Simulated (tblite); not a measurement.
Start geometry of `o1ccnc1` from a force field or distance geometry (Å):
```
atom  x, y, z in Å
C1    -0.8245   -0.5488    0.2503
C2    -0.6777    0.7488   -0.1981
O3     0.6682    0.9578   -0.3733
C4     1.2302   -0.2189   -0.0436
N5     0.3883   -1.1626    0.3543
H6    -1.7560   -1.0600    0.4983
H7    -1.3332    1.5737   -0.4067
H8     2.3138   -0.2806   -0.1057
```

Problem. What comes out of this run: tblite 0.8.0, GFN2-xTB geometry optimisation, gas phase?

Solution. 
```
atom  x, y, z in Å
C1    -0.8332   -0.5312    0.2447
C2    -0.6649    0.7445   -0.1926
O3     0.6569    0.9489   -0.3735
C4     1.2278   -0.2119   -0.0378
N5     0.3938   -1.1230    0.3358
H6    -1.7283   -1.0599    0.4965
H7    -1.3359    1.5512   -0.4015
H8     2.2929   -0.3092   -0.0962
```

The energy falls by 0.094 eV over 10 L-BFGS steps, the largest force on an atom goes from 2.28 to 0.006 eV/Å, and the atoms move by 0.026 Å rms after alignment. The bond that changes most is C4–N5 (aromatic CH next to a ring nitrogen to pyridine-type nitrogen), which shortens by 0.035 Å. Bonds longer at the end by more than 0.005 Å: 0 of 8; shorter: 6. Among the angles that change most is C2–C1–H6, from 127.2° to 130.0°. Rotational constants go from 10209, 9425, 4901 to 10298, 9827, 5028 MHz. The orientation of the end geometry is arbitrary; only internal coordinates are fixed.

Hardware: one thread of an Intel Xeon 6975P-C, no GPU (shared host). Cost: under 0.1 s of wall time.

Its GFN2-xTB frequencies are all real (lowest 614 cm⁻¹).

The numbers are calculated, not measured.
